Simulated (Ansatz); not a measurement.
# C₂H₆OS: small, medium and large basis sets

The task here is to estimate one member of a computed series from the others.

Program: Ansatz 0.2.0, Gaussian basis. Level of theory: one geometry, several basis sets. These are calculated values, not measurements.

The runs, in order: PBE0-D4/def2-SVP; ωB97M-V/def2-SVP; PBE0-D4/def2-QZVPP; ωB97M-V/def2-QZVPP; CCSD(T)/cc-pV(D+d)Z; CCSD(T)/cc-pV(T+d)Z; CCSD(T)/cc-pV(Q+d)Z; the functionals' def2-TZVPP values are taken from earlier runs.

### The relaxed structure

The geometry comes from an earlier relaxation with PBE0-D4 in a triple-zeta def2 set; it is a stationary point, not always the lowest conformer.

SMILES `OCCS`, 10 atoms, charge 0, spin multiplicity 1.

Atoms are counted from 1 here; the program's logs count them from 0.

Bond lengths: O1–C2 1.412 Å, O1–H5 0.960 Å, C2–C3 1.511 Å, C2–H6 1.098 Å, C2–H7 1.098 Å, C3–S4 1.814 Å, C3–H8 1.091 Å, C3–H9 1.091 Å, S4–H10 1.341 Å. Angles: C2–O1–H5 108.6°, O1–C2–C3 107.1°, O1–C2–H6 111.4°, O1–C2–H7 111.4°, C3–C2–H6 109.6°, C3–C2–H7 109.6°, H6–C2–H7 107.9°, C2–C3–S4 108.5°, C2–C3–H8 109.5°, C2–C3–H9 109.5°, S4–C3–H8 110.1°, S4–C3–H9 110.1°, H8–C3–H9 109.1°, C3–S4–H10 96.5°.

The first run:

in.yaml

```yaml
crystal:
  periodic: [false, false, false]
  atoms:
    - {symbol: O, position_ang: [1.330782, 1.101157, -0.711194]}
    - {symbol: C, position_ang: [0.023468, 0.760564, -0.301861]}
    - {symbol: C, position_ang: [0.080034, -0.649930, 0.237911]}
    - {symbol: S, position_ang: [-1.585258, -1.126238, 0.778271]}
    - {symbol: H, position_ang: [1.319916, 1.995342, -1.059568]}
    - {symbol: H, position_ang: [-0.340226, 1.439844, 0.481015]}
    - {symbol: H, position_ang: [-0.683046, 0.804977, -1.141728]}
    - {symbol: H, position_ang: [0.773523, -0.689603, 1.078785]}
    - {symbol: H, position_ang: [0.428101, -1.324831, -0.544961]}
    - {symbol: H, position_ang: [-1.264196, -2.362380, 1.186228]}
basis:
  gaussian: {orbitals: def2-SVP}
hamiltonian: {xc: pbe0, dispersion: d4}
output: {orbitals: {seedname: orbitals}}
```

Started as:

```console
> ansatz run in.yaml --threads 2 --pin off --events-out ev --progress --plain --max-ram 20480MiB --backend cpu
```

Among the steps run: PBE0-D4 in def2-SVP; ωB97M-V in def2-SVP; PBE0-D4 in def2-QZVPP; ωB97M-V in def2-QZVPP.

One table of the session follows, with a row left open; its other results are not shown here.

It belongs to the step «Functionals by basis». 

| functional | basis | HOMO (eV) | LUMO (eV) |
| --- | --- | --- | --- |
| PBE0-D4 | def2-SVP | ? | ? |
| PBE0-D4 | def2-TZVPP | -6.82 | 0.50 |
| PBE0-D4 | def2-QZVPP | -6.87 | 0.27 |
| ωB97M-V | def2-SVP | -8.88 | 2.96 |
| ωB97M-V | def2-TZVPP | -9.08 | 2.22 |
| ωB97M-V | def2-QZVPP | -9.13 | 1.62 |

Estimate the missing values for PBE0-D4, def2-SVP.

As computed: HOMO (eV): -6.64; LUMO (eV): 1.02. In the column «HOMO (eV)» it is the highest.
